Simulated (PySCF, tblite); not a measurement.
# CH₃N: bond homolysis, part 1 of 3

Wanted: bond homolysis for CH₃N (`C=N`).

Programs: tblite 0.8.0 and PySCF 2.14.0, with routines of our own; each step states its level. All values are computed. Atoms count from 0.

## (1) The starting structure

5 atoms, charge 0, multiplicity 1; geometry from: start built from the parent or by distance geometry.

## (2) Geometry optimisation with GFN2-xTB

The job: settings as JSON, then the geometry in Å.

```
{"job": {"kind": "relax", "xc": "GFN2-xTB", "basis": "xTB"}, "charge": 0, "multiplicity": 1}
C     -0.424200    -0.043500    -0.010000
N      0.740900    -0.474600    -0.060100
H     -1.282100    -0.698900    -0.058500
H     -0.582500     1.057200     0.063300
H      1.565200     0.165400     0.031000
```

On the command line:

```sh
$ OMP_NUM_THREADS=1 python redox_run.py task.json out
```

The driver reads the jobs from task.json and runs them one after another.

The log of the run:

```text
step      E/eV     max force
  0    -177.73152    1.743
  1    -177.78931    1.156
  2    -177.81963    0.852
  3    -177.83759    0.357
  4    -177.84030    0.087
  5    -177.84055    0.077
  6    -177.84137    0.072
  7    -177.84149    0.052
  8    -177.84157    0.014
  9    -177.84158    0.012
 10    -177.84160    0.011
 11    -177.84161    0.009
```

Run time: 0.02 s. Hardware: 1 thread of Arm Neoverse V2, shared host.

Relaxation path:

| step | energy from step 0 (eV) | largest force (eV/Å) |
| --- | --- | --- |
| 0 | 0.0000 | 1.7433 |
| 1 | -0.0578 | 1.1557 |
| 2 | -0.0881 | 0.8525 |
| 3 | -0.1061 | 0.3570 |
| 4 | -0.1088 | 0.0868 |
| 5 | -0.1090 | 0.0768 |
| 6 | -0.1099 | 0.0724 |
| 7 | -0.1100 | 0.0519 |
| 8 | -0.1101 | 0.0143 |
| 9 | -0.1101 | 0.0124 |
| 10 | -0.1101 | 0.0112 |
| 11 | -0.1101 | 0.0091 |

Distances of close pairs at the start and the end, largest changes first:

```csv
bond,before (Å),after (Å),change (Å)
N1–H4,1.048,1.020,-0.028
C0–H3,1.114,1.096,-0.018
C0–N1,1.243,1.249,+0.005
C0–H2,1.081,1.084,+0.003
```

The next job starts from the end point, and lists it.

## (3) Vibrational analysis with GFN2-xTB

The job: settings as JSON, then the geometry in Å.

```
{"job": {"kind": "ir", "xc": "GFN2-xTB", "basis": "xTB"}, "charge": 0, "multiplicity": 1}
C     -0.390347    -0.008436    -0.009543
N      0.751548    -0.512342    -0.041569
H     -1.238951    -0.679906    -0.066372
H     -0.631469     1.057766     0.070082
H      1.526463     0.148623     0.013032
```

The log of the run:

```text
mode    cm-1     km/mol
  1    1008.7      0.00
  2    1020.4     28.90
  3    1098.3     51.86
  4    1308.3     59.08
  5    1437.1      2.16
  6    1748.9     69.87
  7    2867.6    127.69
  8    3039.9     32.95
  9    3309.9     20.31
ZPE 100.721  H(298)-E 110.935  G(298)-E 43.229 kJ/mol  S 227.09 J/(mol K)
```

Run time: 0.05 s. Hardware: 1 thread of Arm Neoverse V2, shared host.

Which atoms move in the most intense modes:

| cm⁻¹ | km/mol | atoms |
| --- | --- | --- |
| 1020 | 28.9 | H4 37 %, H2 29 %, H3 26 % |
| 1098 | 51.9 | H4 55 %, H2 38 % |
| 1308 | 59.1 | H4 49 %, N1 15 %, C0 15 %, H2 12 % |
| 1437 | 2.2 | H3 49 %, H2 44 % |
| 1749 | 69.9 | C0 54 %, N1 42 % |
| 2868 | 127.7 | H3 93 % |
| 3040 | 33.0 | H2 93 % |
| 3310 | 20.3 | H4 93 % |

## (4) Optimising the geometry at PBE0-D3(BJ)/def2-SVP

The job: settings as JSON, then the geometry in Å.

```
{"job": {"xc": "PBE0", "basis": "def2-SVP", "d3": "d3bj", "grid": 1, "kind": "geom"}, "charge": 0, "multiplicity": 1}
C     -0.390347    -0.008436    -0.009543
N      0.751548    -0.512342    -0.041569
H     -1.238951    -0.679906    -0.066372
H     -0.631469     1.057766     0.070082
H      1.526463     0.148623     0.013032
```

The log of the run:

```text
step   0  E = -94.44091108  max force = 0.019627
step   1  E = -94.44229933  max force = 0.000924
step   2  E = -94.44230340  max force = 0.000145
optimisation converged
```

It took 1.1 s on 1 thread of Arm Neoverse V2, shared host.

The steps of the relaxation:

| step | energy from step 0 (eV) | largest force component (eV/Å) |
| --- | --- | --- |
| 0 | 0.0000 | 1.0093 |
| 1 | -0.0378 | 0.0475 |
| 2 | -0.0379 | 0.0075 |

Distances of close pairs at the start and the end, largest changes first:

```csv
bond,before (Å),after (Å),change (Å)
C0–H2,1.084,1.103,+0.019
C0–N1,1.249,1.264,+0.016
C0–H3,1.096,1.107,+0.011
N1–H4,1.020,1.026,+0.006
```

The next job starts from the end point, and lists it.

```
                         at the end point                  value
  point group (found at 0.08 Å tolerance)                     Cs
rotational constants (GHz, main isotopes)  195.4, 34.957, 29.653
                        dipole moment (D)                   1.94
```

## (5) Harmonic vibrations (CH₃N): PBE0-D3(BJ)/def2-SVP

The job: settings as JSON, then the geometry in Å.

```
{"job": {"xc": "PBE0", "basis": "def2-SVP", "d3": "d3bj", "grid": 2, "kind": "hessian"}, "charge": 0, "multiplicity": 1}
C     -0.381102    -0.028448    -0.011479
N      0.778595    -0.530825    -0.043913
H     -1.257336    -0.695267    -0.067885
H     -0.608494     1.051700     0.070988
H      1.488313     0.207717     0.017367
```

The log of the run:

```text
coarse grid: 4008 points
cycle   1  E = -94.4097381968  dE =  6.161e-02  |g| = 3.046e-01  |ddm| = 2.124e+00
cycle   2  E = -94.3700760561  dE =  3.966e-02  |g| = 5.193e-01  |ddm| = 7.165e-01
cycle   3  E = -94.4322124541  dE = -6.214e-02  |g| = 5.174e-02  |ddm| = 4.463e-01
cycle   4  E = -94.4328468471  dE = -6.344e-04  |g| = 1.694e-02  |ddm| = 5.733e-02
cycle   5  E = -94.4329169276  dE = -7.008e-05  |g| = 2.318e-03  |ddm| = 1.463e-02
cycle   6  E = -94.4329181106  dE = -1.183e-06  |g| = 3.889e-04  |ddm| = 2.373e-03
final grid: 38320 points
cycle   7  E = -94.4422994732  dE = -7.297e-06  |g| = 4.247e-03  |ddm| = 1.048e-02
cycle   8  E = -94.4422987424  dE =  7.308e-07  |g| = 4.728e-03  |ddm| = 8.253e-03
cycle   9  E = -94.4423038430  dE = -5.101e-06  |g| = 1.071e-03  |ddm| = 4.525e-03
cycle  10  E = -94.4423041139  dE = -2.710e-07  |g| = 1.132e-04  |ddm| = 8.339e-04
cycle  11  E = -94.4423041167  dE = -2.765e-09  |g| = 1.626e-05  |ddm| = 8.593e-05
cycle  12  E = -94.4423041168  dE = -5.548e-11  |g| = 2.441e-06  |ddm| = 1.525e-05
converged SCF energy = -94.4423041168

mode    cm-1
  1    1067.0
  2    1098.4
  3    1174.2
  4    1358.1
  5    1486.1
  6    1766.1
  7    3034.8
  8    3143.0
  9    3483.4
ZPE 105.338  H(298)-E 115.484  G(298)-E 47.762 kJ/mol  S 227.14 J/(mol K)
```

Wall time 5.7 s (1 thread of Arm Neoverse V2, shared host).

Zero-point energy 105.34 kJ/mol (xTB gave 100.72).

## (6) Single point (CH₃N): PBE0-D3(BJ)/def2-TZVP

Geometry: PBE0-D3(BJ)/def2-SVP.

The job: settings as JSON, then the geometry in Å.

```
{"job": {"kind": "sp", "xc": "PBE0", "basis": "def2-TZVP", "d3": "d3bj", "grid": 2}, "charge": 0, "multiplicity": 1}
C     -0.381102    -0.028448    -0.011479
N      0.778595    -0.530825    -0.043913
H     -1.257336    -0.695267    -0.067885
H     -0.608494     1.051700     0.070988
H      1.488313     0.207717     0.017367
```

The log of the run:

```text
coarse grid: 4008 points
cycle   1  E = -94.5329349047  dE =  6.675e-02  |g| = 3.112e-01  |ddm| = 1.483e+00
cycle   2  E = -94.4915670042  dE =  4.137e-02  |g| = 5.392e-01  |ddm| = 6.965e-01
cycle   3  E = -94.5561632611  dE = -6.460e-02  |g| = 5.647e-02  |ddm| = 4.150e-01
cycle   4  E = -94.5568349119  dE = -6.717e-04  |g| = 2.214e-02  |ddm| = 4.839e-02
cycle   5  E = -94.5569486882  dE = -1.138e-04  |g| = 2.346e-03  |ddm| = 1.363e-02
cycle   6  E = -94.5569498587  dE = -1.171e-06  |g| = 4.311e-04  |ddm| = 1.812e-03
final grid: 38320 points
cycle   7  E = -94.5512472294  dE = -1.614e-05  |g| = 4.697e-03  |ddm| = 1.653e-02
cycle   8  E = -94.5512459756  dE =  1.254e-06  |g| = 5.272e-03  |ddm| = 7.504e-03
cycle   9  E = -94.5512518921  dE = -5.916e-06  |g| = 1.129e-03  |ddm| = 4.186e-03
cycle  10  E = -94.5512521678  dE = -2.757e-07  |g| = 2.209e-04  |ddm| = 6.908e-04
cycle  11  E = -94.5512521784  dE = -1.063e-08  |g| = 2.271e-05  |ddm| = 1.187e-04
cycle  12  E = -94.5512521785  dE = -1.088e-10  |g| = 4.687e-06  |ddm| = 1.875e-05
converged SCF energy = -94.5512521785
```

It took 0.68 s on 1 thread of Arm Neoverse V2, shared host.

## (7) Optimising the geometry with GFN2-xTB

This step treats CH₂N radical, labelled `C=[N]` (the label fixes atoms and charge, not where charge and spin sit).

The job: settings as JSON, then the geometry in Å.

```
{"job": {"kind": "relax", "xc": "GFN2-xTB", "basis": "xTB"}, "charge": 0, "multiplicity": 2}
C     -0.364900    -0.034600    -0.016800
N      0.767900    -0.522200    -0.066900
H     -1.239900    -0.702900    -0.064700
H     -0.611000     1.066300     0.050400
```

The log of the run:

```text
step      E/eV     max force
  0    -162.05304    1.673
  1    -162.06362    1.990
  2    -162.08920    0.358
  3    -162.09374    0.240
  4    -162.09738    0.263
  5    -162.09959    0.175
  6    -162.10074    0.071
  7    -162.10087    0.019
  8    -162.10088    0.012
  9    -162.10089    0.008
```

It took 0.02 s on 1 thread of Arm Neoverse V2, shared host.

Along the way:

```csv
step,energy from step 0 (eV),largest force (eV/Å)
0,0.0000,1.6726
1,-0.0106,1.9897
2,-0.0362,0.3575
3,-0.0407,0.2398
4,-0.0443,0.2631
5,-0.0465,0.1755
6,-0.0477,0.0713
7,-0.0478,0.0187
8,-0.0478,0.0121
9,-0.0478,0.0079
```

Close pairs (by a distance rule), those that changed most:

```
 bond  before (Å)  after (Å)  change (Å)
C0–H3       1.130      1.097      -0.033
C0–N1       1.234      1.214      -0.021
C0–H2       1.102      1.097      -0.005
```

The end geometry stands in the next job.

## (8) Harmonic vibrations with GFN2-xTB

The job: settings as JSON, then the geometry in Å.

```
{"job": {"kind": "ir", "xc": "GFN2-xTB", "basis": "xTB"}, "charge": 0, "multiplicity": 2}
C     -0.359360    -0.049073    -0.025092
N      0.771223    -0.488719    -0.062252
H     -1.260306    -0.674584    -0.060274
H     -0.599427     1.019081     0.049620
```

The log of the run:

```text
mode    cm-1     km/mol
  1     850.9      1.39
  2     939.0     25.81
  3    1295.4     17.57
  4    1853.7      1.01
  5    2778.5      4.48
  6    2844.4      5.05
ZPE 63.175  H(298)-E 73.416  G(298)-E 6.645 kJ/mol  S 223.95 J/(mol K)
```

It took 0.05 s on 1 thread of Arm Neoverse V2, shared host.

Which atoms move in the most intense modes:

| cm⁻¹ | km/mol | atoms |
| --- | --- | --- |
| 851 | 1.4 | H3 35 %, H2 35 %, C0 21 % |
| 939 | 25.8 | H3 35 %, H2 35 %, C0 27 % |
| 1295 | 17.6 | H2 47 %, H3 47 % |
| 1854 | 1.0 | C0 50 %, N1 48 % |
| 2778 | 4.5 | H2 46 %, H3 45 % |
| 2844 | 5.0 | H3 48 %, H2 48 % |

## (9) Relaxing the molecule at PBE0-D3(BJ)/def2-SVP

This step treats CH2N radical, labelled `C=[N]` (the label fixes atoms and charge, not where charge and spin sit).

The job: settings as JSON, then the geometry in Å.

```
{"job": {"xc": "PBE0", "basis": "def2-SVP", "d3": "d3bj", "grid": 1, "kind": "geom"}, "charge": 0, "multiplicity": 2}
C     -0.359360    -0.049073    -0.025092
N      0.771223    -0.488719    -0.062252
H     -1.260306    -0.674584    -0.060274
H     -0.599427     1.019081     0.049620
```

The log of the run:

```text
step   0  E = -93.79429617  max force = 0.041722
step   1  E = -93.79605241  max force = 0.001179
step   2  E = -93.79606249  max force = 0.000176
optimisation converged
```

Run time: 1.1 s. Hardware: 1 thread of Arm Neoverse V2, shared host.

Along the way:

```csv
step,energy from step 0 (eV),largest force component (eV/Å)
0,0.0000,2.1454
1,-0.0478,0.0606
2,-0.0481,0.0091
```

Close pairs (by a distance rule), those that changed most:

| bond | before (Å) | after (Å) | change (Å) |
| --- | --- | --- | --- |
| C0–N1 | 1.214 | 1.242 | +0.029 |
| C0–H2 | 1.097 | 1.109 | +0.012 |
| C0–H3 | 1.097 | 1.109 | +0.012 |

The end geometry stands in the next job.

```csv
at the end point,value
point group (found at 0.08 Å tolerance),C2v
"rotational constants (GHz, main isotopes)","281.5, 39.174, 34.388"
dipole moment (D),2.36
⟨S²⟩,0.763
```

## (10) Harmonic vibrations (CH2N radical, C=[N]): PBE0-D3(BJ)/def2-SVP

The job: settings as JSON, then the geometry in Å.

```
{"job": {"xc": "PBE0", "basis": "def2-SVP", "d3": "d3bj", "grid": 2, "kind": "hessian"}, "charge": 0, "multiplicity": 2}
C     -0.380192    -0.041161    -0.023675
N      0.777464    -0.490347    -0.058453
H     -1.265123    -0.708300    -0.063948
H     -0.580565     1.047089     0.049068
```

The log of the run:

```text
coarse grid: 3392 points
cycle   1  E = -93.7662437653  dE =  2.840e-02  |g| = 1.514e-01  |ddm| = 1.450e+00
cycle   2  E = -93.7514911671  dE =  1.475e-02  |g| = 2.576e-01  |ddm| = 3.600e-01
cycle   3  E = -93.7849567791  dE = -3.347e-02  |g| = 2.712e-02  |ddm| = 2.305e-01
cycle   4  E = -93.7854818532  dE = -5.251e-04  |g| = 1.434e-02  |ddm| = 4.754e-02
cycle   5  E = -93.7856676113  dE = -1.858e-04  |g| = 4.917e-03  |ddm| = 1.900e-02
cycle   6  E = -93.7857189756  dE = -5.136e-05  |g| = 2.278e-03  |ddm| = 9.707e-03
cycle   7  E = -93.7857486095  dE = -2.963e-05  |g| = 6.687e-04  |ddm| = 1.199e-02
cycle   8  E = -93.7857510713  dE = -2.462e-06  |g| = 1.051e-04  |ddm| = 4.217e-03
final grid: 32944 points
cycle   9  E = -93.7960638891  dE = -5.590e-06  |g| = 1.887e-03  |ddm| = 5.931e-03
cycle  10  E = -93.7960642833  dE = -3.942e-07  |g| = 1.765e-03  |ddm| = 3.703e-03
cycle  11  E = -93.7960658639  dE = -1.581e-06  |g| = 4.791e-04  |ddm| = 1.916e-03
cycle  12  E = -93.7960659748  dE = -1.109e-07  |g| = 6.899e-05  |ddm| = 3.887e-04
cycle  13  E = -93.7960659799  dE = -5.126e-09  |g| = 2.253e-05  |ddm| = 9.913e-05
cycle  14  E = -93.7960659817  dE = -1.842e-09  |g| = 1.105e-05  |ddm| = 7.328e-05
cycle  15  E = -93.7960659824  dE = -6.157e-10  |g| = 3.076e-06  |ddm| = 5.597e-05
cycle  16  E = -93.7960659824  dE = -4.925e-11  |g| = 5.922e-07  |ddm| = 1.764e-05
converged SCF energy = -93.7960659824

mode    cm-1
  1     924.4
  2     987.8
  3    1357.0
  4    1774.2
  5    2994.5
  6    3069.5
ZPE 66.437  H(298)-E 76.611  G(298)-E 9.757 kJ/mol  S 224.23 J/(mol K)
```

It took 7 s on 1 thread of Arm Neoverse V2, shared host.

Zero-point energy 66.44 kJ/mol (xTB gave 63.17).

## (11) Single point (CH2N radical, C=[N]): PBE0-D3(BJ)/def2-TZVP

Geometry: PBE0-D3(BJ)/def2-SVP.

The job: settings as JSON, then the geometry in Å.

```
{"job": {"kind": "sp", "xc": "PBE0", "basis": "def2-TZVP", "d3": "d3bj", "grid": 2}, "charge": 0, "multiplicity": 2}
C     -0.380192    -0.041161    -0.023675
N      0.777464    -0.490347    -0.058453
H     -1.265123    -0.708300    -0.063948
H     -0.580565     1.047089     0.049068
```

The log of the run:

```text
coarse grid: 3392 points
cycle   1  E = -93.8891550042  dE =  3.482e-02  |g| = 1.565e-01  |ddm| = 1.026e+00
cycle   2  E = -93.8770421442  dE =  1.211e-02  |g| = 2.512e-01  |ddm| = 2.899e-01
cycle   3  E = -93.9078810089  dE = -3.084e-02  |g| = 3.620e-02  |ddm| = 1.830e-01
cycle   4  E = -93.9085608264  dE = -6.798e-04  |g| = 1.716e-02  |ddm| = 4.085e-02
cycle   5  E = -93.9087725120  dE = -2.117e-04  |g| = 6.059e-03  |ddm| = 1.580e-02
cycle   6  E = -93.9088251374  dE = -5.263e-05  |g| = 2.319e-03  |ddm| = 7.427e-03
cycle   7  E = -93.9088507031  dE = -2.557e-05  |g| = 9.592e-04  |ddm| = 7.213e-03
cycle   8  E = -93.9088557408  dE = -5.038e-06  |g| = 1.739e-04  |ddm| = 4.362e-03
final grid: 32944 points
cycle   9  E = -93.9041847977  dE = -1.228e-05  |g| = 2.206e-03  |ddm| = 1.088e-02
cycle  10  E = -93.9041852280  dE = -4.303e-07  |g| = 1.979e-03  |ddm| = 3.221e-03
cycle  11  E = -93.9041870610  dE = -1.833e-06  |g| = 4.474e-04  |ddm| = 1.621e-03
cycle  12  E = -93.9041871528  dE = -9.176e-08  |g| = 1.650e-04  |ddm| = 3.029e-04
cycle  13  E = -93.9041871776  dE = -2.480e-08  |g| = 5.356e-05  |ddm| = 1.343e-04
cycle  14  E = -93.9041871897  dE = -1.213e-08  |g| = 2.395e-05  |ddm| = 1.503e-04
cycle  15  E = -93.9041871926  dE = -2.866e-09  |g| = 5.069e-06  |ddm| = 9.836e-05
converged SCF energy = -93.9041871926
```

Wall time 1 s (1 thread of Arm Neoverse V2, shared host).

## (12) Relaxing the molecule with GFN2-xTB

This step treats CH2N radical, labelled `[CH]=N` (the label fixes atoms and charge, not where charge and spin sit).

The job: settings as JSON, then the geometry in Å.

```
{"job": {"kind": "relax", "xc": "GFN2-xTB", "basis": "xTB"}, "charge": 0, "multiplicity": 2}
C     -0.364900    -0.034600    -0.016800
N      0.767900    -0.522200    -0.066900
H     -0.591000     1.044100     0.074200
H      1.485800     0.222300    -0.003200
```

The log of the run:

```text
step      E/eV     max force
  0    -161.50808    1.644
  1    -161.55422    1.452
  2    -161.61349    1.303
  3    -161.67918    1.294
  4    -161.77063    0.822
  5    -161.78566    0.466
  6    -161.79505    0.368
  7    -161.79959    0.285
  8    -161.80235    0.124
  9    -161.80274    0.020
 10    -161.80275    0.002
```

Wall time 0.02 s (1 thread of Arm Neoverse V2, shared host).

Along the way:

| step | energy from step 0 (eV) | largest force (eV/Å) |
| --- | --- | --- |
| 0 | 0.0000 | 1.6440 |
| 1 | -0.0461 | 1.4521 |
| 2 | -0.1054 | 1.3034 |
| 3 | -0.1711 | 1.2941 |
| 4 | -0.2626 | 0.8217 |
| 5 | -0.2776 | 0.4658 |
| 6 | -0.2870 | 0.3680 |
| 7 | -0.2915 | 0.2851 |
| 8 | -0.2943 | 0.1237 |
| 9 | -0.2947 | 0.0199 |
| 10 | -0.2947 | 0.0022 |

Distances of close pairs at the start and the end, largest changes first:

```csv
bond,before (Å),after (Å),change (Å)
C0–H2,1.106,1.081,-0.024
C0–N1,1.234,1.210,-0.024
N1–H3,1.036,1.023,-0.013
```

The next job starts from the end point, and lists it.

## (13) Infrared spectrum with GFN2-xTB

The job: settings as JSON, then the geometry in Å.

```
{"job": {"kind": "ir", "xc": "GFN2-xTB", "basis": "xTB"}, "charge": 0, "multiplicity": 2}
C     -0.348198     0.044799    -0.011996
N      0.772427    -0.409094    -0.055281
H     -0.809660     1.019012     0.074012
H      1.683211     0.054972    -0.019480
```

The log of the run:

```text
mode    cm-1     km/mol
  1     804.6     18.99
  2     859.0    134.58
  3     933.3     52.91
  4    1922.6     32.77
  5    2928.6     56.09
  6    3102.2     20.25
ZPE 63.105  H(298)-E 73.516  G(298)-E 5.323 kJ/mol  S 228.72 J/(mol K)
```

Run time: 0.05 s. Hardware: 1 thread of Arm Neoverse V2, shared host.

The strongest bands and the atoms that carry them (share of the mass-weighted mode):

| cm⁻¹ | km/mol | atoms |
| --- | --- | --- |
| 805 | 19.0 | H2 38 %, H3 34 %, C0 15 %, N1 12 % |
| 859 | 134.6 | H2 50 %, C0 19 %, H3 18 %, N1 13 % |
| 933 | 52.9 | H3 65 %, H2 30 % |
| 1923 | 32.8 | C0 51 %, N1 45 % |
| 2929 | 56.1 | H2 91 % |
| 3102 | 20.2 | H3 93 % |

## (14) Optimising the geometry at PBE0-D3(BJ)/def2-SVP

This step treats CH₂N radical, labelled `[CH]=N` (the label fixes atoms and charge, not where charge and spin sit).

The job: settings as JSON, then the geometry in Å.

```
{"job": {"xc": "PBE0", "basis": "def2-SVP", "d3": "d3bj", "grid": 1, "kind": "geom"}, "charge": 0, "multiplicity": 2}
C     -0.348198     0.044799    -0.011996
N      0.772427    -0.409094    -0.055281
H     -0.809660     1.019012     0.074012
H      1.683211     0.054972    -0.019480
```

The log of the run:

```text
step   0  E = -93.77400270  max force = 0.018263
step   1  E = -93.77582979  max force = 0.003626
step   2  E = -93.77595878  max force = 0.000613
step   3  E = -93.77596004  max force = 0.000257
optimisation converged
```

Run time: 1.5 s. Hardware: 1 thread of Arm Neoverse V2, shared host.

The steps of the relaxation:

| step | energy from step 0 (eV) | largest force component (eV/Å) |
| --- | --- | --- |
| 0 | 0.0000 | 0.9391 |
| 1 | -0.0497 | 0.1865 |
| 2 | -0.0532 | 0.0315 |
| 3 | -0.0533 | 0.0132 |

Distances of close pairs at the start and the end, largest changes first:

```csv
bond,before (Å),after (Å),change (Å)
C0–H2,1.081,1.109,+0.028
C0–N1,1.210,1.223,+0.013
N1–H3,1.023,1.030,+0.008
```

The final coordinates are the input of the step that follows.

| at the end point | value |
| --- | --- |
| point group (found at 0.08 Å tolerance) | Cs |
| rotational constants (GHz, main isotopes) | 385.2, 39.004, 35.417 |
| dipole moment (D) | 2.26 |
| ⟨S²⟩ | 0.755 |

## (15) Harmonic vibrations (CH2N radical, [CH]=N): PBE0-D3(BJ)/def2-SVP

The job: settings as JSON, then the geometry in Å.

```
{"job": {"xc": "PBE0", "basis": "def2-SVP", "d3": "d3bj", "grid": 2, "kind": "hessian"}, "charge": 0, "multiplicity": 2}
C     -0.342139    -0.008561    -0.019715
N      0.795609    -0.456109    -0.056581
H     -0.771785     1.010306     0.067318
H      1.616885     0.163798    -0.002267
```

The log of the run:

```text
coarse grid: 3392 points
cycle   1  E = -93.7476587671  dE =  1.221e-01  |g| = 1.865e-01  |ddm| = 1.519e+00
cycle   2  E = -93.7228855718  dE =  2.477e-02  |g| = 3.069e-01  |ddm| = 3.730e-01
cycle   3  E = -93.7643741333  dE = -4.149e-02  |g| = 6.033e-02  |ddm| = 2.553e-01
cycle   4  E = -93.7662051855  dE = -1.831e-03  |g| = 1.213e-02  |ddm| = 6.340e-02
cycle   5  E = -93.7663594207  dE = -1.542e-04  |g| = 4.054e-03  |ddm| = 1.869e-02
cycle   6  E = -93.7663855868  dE = -2.617e-05  |g| = 1.785e-03  |ddm| = 7.537e-03
cycle   7  E = -93.7663980404  dE = -1.245e-05  |g| = 7.080e-04  |ddm| = 6.862e-03
cycle   8  E = -93.7664005053  dE = -2.465e-06  |g| = 2.270e-04  |ddm| = 3.608e-03
final grid: 32944 points
cycle   9  E = -93.7759640871  dE = -5.681e-06  |g| = 2.553e-03  |ddm| = 6.181e-03
cycle  10  E = -93.7759614141  dE =  2.673e-06  |g| = 3.632e-03  |ddm| = 5.256e-03
cycle  11  E = -93.7759669244  dE = -5.510e-06  |g| = 8.964e-04  |ddm| = 3.036e-03
cycle  12  E = -93.7759673304  dE = -4.061e-07  |g| = 6.145e-05  |ddm| = 7.376e-04
cycle  13  E = -93.7759673376  dE = -7.151e-09  |g| = 2.890e-05  |ddm| = 1.310e-04
cycle  14  E = -93.7759673393  dE = -1.740e-09  |g| = 7.953e-06  |ddm| = 8.695e-05
cycle  15  E = -93.7759673395  dE = -1.179e-10  |g| = 2.587e-06  |ddm| = 1.975e-05
cycle  16  E = -93.7759673395  dE = -2.197e-11  |g| = 1.508e-06  |ddm| = 7.338e-06
converged SCF energy = -93.7759673395

mode    cm-1
  1     840.1
  2     923.8
  3    1014.1
  4    1906.6
  5    3010.6
  6    3361.9
ZPE 66.136  H(298)-E 76.453  G(298)-E 8.121 kJ/mol  S 229.19 J/(mol K)
```

Run time: 6.9 s. Hardware: 1 thread of Arm Neoverse V2, shared host.

Zero-point energy 66.14 kJ/mol (xTB gave 63.10).

(Continued in part 2 of 3.)
